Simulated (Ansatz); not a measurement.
```yaml
crystal:
  periodic: [false, false, false]
  atoms:
    - {symbol: C, position_ang: [-0.061207, -0.447960, -0.085690]}
    - {symbol: C, position_ang: [0.052496, 0.383963, 0.085685]}
    - {symbol: H, position_ang: [0.019185, -0.988915, 0.365365]}
    - {symbol: H, position_ang: [-0.250208, -0.678366, -0.798348]}
    - {symbol: H, position_ang: [-0.019258, 0.847645, -0.426238]}
    - {symbol: H, position_ang: [0.214503, 0.678364, 0.798339]}
basis:
  gaussian: {orbitals: ANO-RCC-VTZP}
hamiltonian: {xc: {name: B97M-V}}
output: {forces: true}
```

```sh
$ ansatz run in.yaml --threads 2 --pin off --events-out ev --progress --plain --max-ram 32768MiB --backend cpu
```

It prints (some lines left out):

```
Functional definition: B97M-V
658 factors; their error is unknown
mean field evaluation 1: about -2082.4856 eV, gradient 1.1e2 eV
mean field evaluation 2: about -2044.6845 eV, gradient 1.6e2 eV
mean field evaluation 4: about -2104.1316 eV, gradient 1.0e0 eV
mean field evaluation 8: about -2104.1344 eV, gradient 3.1e-2 eV
mean field evaluation 16: about -2104.1096 eV, gradient 3.7e-5 eV
mean field -2104.10963422 eV, -77.3246028408 hartree, gradient 3.7e-5 eV, S^2 0.000000; 0 other end points of the search recorded, 0 dependent functions left out
reference -2104.10969856 eV, -77.3246052054 hartree; 8, 8 occupied and 108, 108 virtual orbitals, 658 factors
Total energy: -2104.10969856 eV, -77.3246052054 hartree
Relativity: scalar
Atom 0 at    -0.061207    -0.447960    -0.085690 Å, force   -13.787957   -78.714730   -25.892221 eV/Å
Atom 1 at     0.052496     0.383963     0.085685 Å, force    15.279074    78.253159    35.477895 eV/Å
Atom 2 at     0.019185    -0.988915     0.365365 Å, force     4.351503   -33.066965    26.945502 eV/Å
Atom 3 at    -0.250208    -0.678366    -0.798348 Å, force    -6.839465    -9.677709   -25.871396 eV/Å
Atom 4 at    -0.019258     0.847645    -0.426238 Å, force    -4.573563    32.936789   -33.309580 eV/Å
Atom 5 at     0.214503     0.678364     0.798339 Å, force     5.570408    10.269457    22.649800 eV/Å
Dipole moment:    -0.002969    -0.002441    -0.009396 e Å
```

(1) Something in this input is off. What?

## Answers

(1) The geometry is squeezed to about two thirds of its size. Self-consistency was reached. The result belongs to that input, not to the molecule as meant.
